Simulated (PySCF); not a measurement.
Atoms are numbered as in `[CH:1]#[C:2][C@@H:3]1[CH2:4][S:5]1`; H(Xn) means a hydrogen on atom n. Ha(C4) is cis to C2 on the ring; Hb(C4) is trans to C2 on the ring.

No solvent model, one conformer, no relativistic terms. Coordinates at the PBE0-D3(BJ)/def2-SVP level; shielding tensors at KT2/pcSseg-2 (GIAO); PySCF 2.14.

δ = σ(ref) − σ, references computed at the same level: $^{13}$C and $^{1}$H against TMS; $^{33}$S vs CS2.

```json
{"atoms": "C3", "nucleus": "$^{13}$C", "count": "1", "δ (ppm)": "23.9"}
{"atoms": "Hb(C4)", "nucleus": "$^{1}$H", "count": "1", "δ (ppm)": "2.66"}
{"atoms": "C2", "nucleus": "$^{13}$C", "count": "1", "δ (ppm)": "82.7"}
{"atoms": "H(C1)", "nucleus": "$^{1}$H", "count": "1", "δ (ppm)": "2.04"}
{"atoms": "C4", "nucleus": "$^{13}$C", "count": "1", "δ (ppm)": "?"}
{"atoms": "Ha(C4)", "nucleus": "$^{1}$H", "count": "1", "δ (ppm)": "?"}
{"atoms": "S5", "nucleus": "$^{33}$S", "count": "1", "δ (ppm)": "-115"}
{"atoms": "C1", "nucleus": "$^{13}$C", "count": "1", "δ (ppm)": "67.6"}
{"atoms": "H(C3)", "nucleus": "$^{1}$H", "count": "1", "δ (ppm)": "?"}
```

Q: Estimate the values marked ?.

A: 
- C4: 30.5 ppm, thiirane ring carbon
- H(C3): 3.54 ppm, hydrogen on a thiirane ring carbon
- Ha(C4): 2.54 ppm, hydrogen on a thiirane ring carbon

Shifts are as computed. Against solution values, carbons near 30 ppm lie about +3 ppm off and those near 130 ppm about -1 ppm. Of 1211 compounds with measured shifts, 218 miss one by over three times the rms of a fit or turn the order of signals round; such compounds aren't used in these exercises.
